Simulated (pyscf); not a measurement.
Elementary routes open to `[NH2][SiH2][Cl]` + `[H][H]` in the gas phase (singlet surface):
A. `[NH2][SiH3]` + `[ClH]` (Cl–Si, H–H broken; H–Si, Cl–H formed)
B. `[SiH3][Cl]` + `[NH3]` (N–Si, H–H broken; H–Si, H–N formed)

PySCF, gas phase, ωB97X-D3(BJ)/def2-SVP geometries.

**Question.** Rank the routes by free-energy barrier at 1200 K, lowest first, for ωB97M-D3(BJ)/def2-TZVP energies (ideal gas, 1 atm, RRHO with modes under 100 cm⁻¹ raised to 100, one conformer, R ln 2 for chiral ones without a mode under 150 cm⁻¹).

**Answer.** A (358.6 kJ/mol), B (374.9 kJ/mol)

Route A is the fastest of these, ahead of the next by 16.3 kJ/mol. The most stable products are those of B (ΔG = +49.0 kJ/mol), whose barrier is 16.3 kJ/mol higher: the kinetic and the thermodynamic product differ. At 298 K A is still the fastest. B: On the product side the descent ends in a complex, 32.2 kJ/mol under the separated species and 200.5 kJ/mol under the saddle at ωB97X-D3(BJ)/def2-TZVP. Only these routes are compared; each barrier is that of the saddle found, and lower ones may exist.
